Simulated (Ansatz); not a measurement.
Isomers of C₃H₄FN, relaxed with PBE0-D4/def2-TZVP in Ansatz; electronic energies, one conformer each and not always the lowest. Functionals use def2-TZVPP; CBS adds triple-zeta CCSD(T) − MP2 to the MP2 limit of def2-TZVPP and def2-QZVPP.

Q: Order them by energy at frozen-core CCSD(T)/CBS, lowest first. (Best estimate.)
A. `C=NC(=C)F`
B. `N=C1CC1F`
C. `NC1=C(F)C1`
D. `NC1(F)C=C1`
E. `NC=C=CF`
F. `CC1(F)C=N1`
G. `FC1C=NC1`

A: A (0.0 kJ/mol), G (45.5 kJ/mol), F (57.0 kJ/mol), E (67.3 kJ/mol), B (95.3 kJ/mol), D (102.9 kJ/mol), C (160.4 kJ/mol).

Q: How do B3LYP-D4, PBE0-D4, HF/CBS(def2), B2PLYP place them (kJ/mol, against `C=NC(=C)F`)? (Estimate.)

A: Computed: 
```csv
isomer,B3LYP-D4,PBE0-D4,HF/CBS(def2),B2PLYP
`FC1C=NC1`,66.5,43.5,57.0,57.9
`NC1=C(F)C1`,164.8,137.3,182.1,161.8
`CC1(F)C=N1`,74.9,53.4,71.8,65.2
`N=C1CC1F`,101.0,79.7,106.9,98.1
`NC=C=CF`,59.7,56.9,78.6,62.8
`NC1(F)C=C1`,119.0,94.6,122.1,113.1
```

B3LYP here is the variant with VWN-RPA as its local correlation; programs differ in this.
